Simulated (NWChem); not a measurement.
Species: C₂H₆O cation, doublet; SMILES of the neutral closed-shell parent OCC

```xyz
9

C      0.2196    -1.2216     0.0002
C     -0.4723     0.0896     0.0001
O      0.2137     1.2402     0.0004
H     -0.5191    -2.0349    -0.0011
H      0.8557    -1.3393     0.8958
H      0.8585    -1.3388    -0.8935
H     -1.2881     0.2301    -0.7942
H     -1.2908     0.2301     0.7909
H      1.1897     1.1238    -0.0027
```
Atoms are numbered in this order, from 1.

All runs: NWChem. Spin-unrestricted. Coordinates come from a PBE0/def2-SVP, spin-unrestricted optimisation. The spin multiplicity was typed, not searched, and may not be the lowest. No stability test was run on the SCF state.

**Question.** Taking PBE0/pcseg-2 as the yardstick, which of these has the fewest basis functions while keeping “highest occupied level (eV)” within 0.05 eV of it: PBE0/STO-3G; PBE0/aug-pcseg-1; PBE0/pcseg-1; PBE0/def2-SVP?

**Answer.** PBE0/def2-SVP.
```tsv
level	basis functions	highest occupied level (eV)	relative time (rough)
PBE0/STO-3G	21	-15.18	1
PBE0/pcseg-1	72	-15.97	4
PBE0/def2-SVP	72	-15.90	3
PBE0/aug-pcseg-1	123	-15.92	10
PBE0/pcseg-2	174	-15.91	10
```

The yardstick is one finite set, not the basis-set limit.
